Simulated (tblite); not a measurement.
C4H10P (charge +1).
Geometry (GFN2-xTB, Å), atoms numbered from 1 in this order:
```xyz
15
C4H10P angstrom
C     -1.8205   -0.2783    0.8160
C     -1.5283    0.6844   -0.2627
C     -0.4204    0.7171   -1.0082
P      0.9446   -0.4208   -0.8359
C      2.0672   -0.0442    0.5268
H     -2.7489   -0.8064    0.5977
H     -1.0149   -1.0014    0.9539
H     -1.9858    0.2567    1.7514
H     -2.2974    1.4220   -0.4554
H     -0.2849    1.4645   -1.7801
H      1.6630   -0.3749   -2.0072
H      0.5343   -1.7300   -0.7332
H      1.5359   -0.1066    1.4779
H      2.9023   -0.7457    0.5313
H      2.4492    0.9715    0.4056
```

Calculated harmonic vibrations of the isolated species, GFN2-xTB (tblite), most abundant isotopes, no scaling. The method is semi-empirical: single wavenumbers can be off by several per cent or more. Modes of hydrogen on phosphorus can be 10 to 20 % off. One conformer, not necessarily the lowest.

Harmonic wavenumbers (cm⁻¹): 63.9, 155.2, 160.0, 189.4, 229.0, 372.5, 458.8, 573.1, 694.4, 703.8, 768.6, 776.3, 834.9, 904.1, 929.2, 939.5, 977.0, 1005.6, 1027.4, 1073.9, 1209.7, 1281.9, 1314.2, 1379.2, 1380.9, 1387.2, 1426.3, 1446.0, 1633.6, 2421.6, 2456.9, 2983.6, 2989.2, 2991.4, 2995.4, 3003.9, 3024.8, 3034.8, 3063.7.

A = 6612, B = 2353, C = 2047 MHz; mass 89.052 u (most abundant isotopes); point group C1, symmetry number 1.

Problem. What is the zero-point energy?

Solution. ½Σν̃ = 27130 cm⁻¹ = 324.55 kJ/mol.

Problem. What is S at 298.15 K and 1 bar for an ideal gas of classical rigid rotors and harmonic oscillators?

Solution. Translation 164.84, rotation 111.77, vibration 75.83: S = 352.4 J/(mol K).

Problem. And Cp and H(298.15 K) − H(0)?

Solution. Cp = 120.81 J/(mol K), of which vibrations give 87.55 (their classical limit is 39 R = 324.3); H(298.15 K) − H(0) = 22.42 kJ/mol without the zero-point energy, 12.50 from vibrations.

Problem. What must be added to the electronic energy to get the Gibbs energy at 298.15 K and 1 bar?

Solution. ZPE + [H(298.15 K) − H(0)] − T·S = 324.55 + 22.42 − 105.08 = 241.89 kJ/mol.

Problem. Which modes carry the vibrational entropy at 298.15 K?

Solution. 63.9 cm⁻¹: 18.13; 155.2 cm⁻¹: 10.91; 160.0 cm⁻¹: 10.67; 189.4 cm⁻¹: 9.35; 229.0 cm⁻¹: 7.89; 372.5 cm⁻¹: 4.47 J/(mol K); the other 33 give 14.41 together.

Problem. Blend soft modes into free rotors: weight 1/[1 + (100 cm⁻¹/ν̃)⁴] for the oscillator and the rest for a rotor with moment μB/(μ + B), μ = h/(8π²ν), B = 10⁻⁴⁴ kg m². What vibrational entropy results?

Solution. 71.96 J/(mol K) in place of 75.83, which changes −T·S at 298.15 K by +1.15 kJ/mol.

Problem. How do the functions run with temperature in this model?

Solution. 
```tsv
T (K)	S (J/(mol K))	Cp (J/(mol K))	H − H(0) (kJ/mol)	G − H(0) (kJ/mol)	ln q(vib)
50	222.9	44.9	1.86	-9.28	0.20
100	259.7	62.2	4.56	-21.40	0.84
373.15	382.2	144.8	32.39	-110.22	5.36
500	429.6	179.9	53.07	-161.75	7.57
750	512.7	229.8	104.72	-279.82	11.91
1000	583.7	263.4	166.62	-417.10	16.06
```

q(vib) and H(0) count from the zero-point level.

Hindered rotation and anharmonicity are outside this model. Other conformers, if any are populated, would add a mixing term that is left out. The structure is chiral; the term R ln 2 for an equal mix with its mirror image is left out.
